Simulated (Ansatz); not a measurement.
Z-matrix (Å, degrees):
```
S
O 1 1.423
O 1 1.428 2 122.0
C 1 1.718 2 108.6 3 127.7
O 1 1.593 2 105.3 3 -123.2
H 4 1.080 1 118.0 2 -115.1
H 4 1.081 1 118.6 2 56.4
H 5 0.967 1 108.4 2 152.6
```

Charge 0, multiplicity 2.

(1) List the ωB97M-V/def2-TZVPP orbital energies in eV (Ansatz). (Best estimate.)

Answers

(1) Ansatz gave: α occupied: -2433.10, -528.07, -526.38, -526.35, -283.49, -226.15, -169.32, -169.23, -169.22, -35.45, -32.44, -31.66, -24.87, -21.08, -18.51, -17.24, -16.73, -16.32, -15.09, -13.83, -13.12, -12.65, -12.24, -11.86, -10.22. α empty: 2.07, 3.23, 3.45, 4.55, 4.84, 5.23, 5.72, 7.06. β occupied: -2433.11, -528.04, -526.36, -526.30, -283.13, -226.16, -169.32, -169.25, -169.23, -35.40, -32.38, -31.60, -24.17, -20.86, -18.30, -17.10, -16.58, -16.03, -15.01, -13.61, -12.93, -12.24, -12.09, -11.73. β empty: -1.51, 2.11, 3.42, 3.59, 4.68, 4.98, 5.30, 5.91. ⟨S²⟩ = 0.754.
